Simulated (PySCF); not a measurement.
## How good is the calculation?

Molfile (atoms numbered from 1):
```
CH6NP
     RDKit          3D

  9  8  0  0  0  0  0  0  0  0999 V2000
   -1.5527   -0.4913    0.0425 C   0  0  0  0  0  0  0  0  0  0  0  0
   -0.4115    0.0893   -0.6057 N   0  0  0  0  0  0  0  0  0  0  0  0
    1.0419    0.0684   -0.0495 P   0  0  0  0  0  5  0  0  0  0  0  0
   -1.4904   -1.5926    0.1662 H   0  0  0  0  0  0  0  0  0  0  0  0
   -2.4528   -0.3008   -0.5657 H   0  0  0  0  0  0  0  0  0  0  0  0
   -1.7648   -0.0729    1.0488 H   0  0  0  0  0  0  0  0  0  0  0  0
    1.7623   -1.1655    0.1633 H   0  0  0  0  0  0  0  0  0  0  0  0
    1.9120    0.7422   -0.9343 H   0  0  0  0  0  0  0  0  0  0  0  0
    1.3845    0.6883    1.2094 H   0  0  0  0  0  0  0  0  0  0  0  0
  1  2  1  0
  2  3  2  0
  1  4  1  0
  1  5  1  0
  1  6  1  0
  3  7  1  0
  3  8  1  0
  3  9  1  0
M  END
```

[PySCF 2.14: structure optimised with PBE0-D3(BJ)/def2-SVP; shieldings: GIAO PBE0/pcSseg-1; fast rotation and ring inversion assumed for equivalent nuclei; gas phase; non-relativistic; single conformer]

Reference values: CCSD(T)/cc-pVQZ (gas (isolated, no vibration); M. Maurer, PhD thesis, LMU Munich (Maurer, Ochsenfeld, JCTC 2015 SI; set of Flaig et al., JCTC 2014, 10, 572)).
```tsv
atoms	quantity	reference	computed	computed, scaled
N2	δ 15N vs CH3NO2 (same level)	-388.8	–	-381.3
P3	δ 31P vs PH3 (same level)	170.7	154.3	–
```

Computed shifts are σ(ref) − σ with the named reference compound (TMS for H and C) calculated as an isolated molecule at the same level. The measured values may be among those fitted. Shieldings were converted by a linear fit to measured shifts: 31P: δ = 282.38 − 0.871σ (rms 18.7 ppm, 97 shifts vs H3PO4, solution or neat liquid); 15N: δ = -150.47 − 0.916σ (rms 7.2 ppm, 77 shifts vs CH3NO2, solution or neat liquid). Occasional misses reach two or three times the rms, and more in compound classes unlike the fitted ones.
